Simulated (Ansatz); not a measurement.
A geometry relaxed with B3LYP-D3(BJ)/def2-SVP (Ansatz, an electronic-structure program), charge 0, multiplicity 1:

```xyz
11

C     -1.2857     0.1414     0.0238
H     -0.6153     2.2031     0.0858
C     -0.8552    -1.1886    -0.0288
C      1.0262     0.7875     0.0124
N      0.4314    -1.5448    -0.0601
H      1.8166     1.5415     0.0270
H     -2.3522     0.3765     0.0477
H     -1.5881    -2.0041    -0.0465
C     -0.3214     1.1510     0.0448
H      2.3965    -0.8905    -0.0662
C      1.3472    -0.5731    -0.0397
```

Write the SMILES of this molecule.

`c1ccncc1`
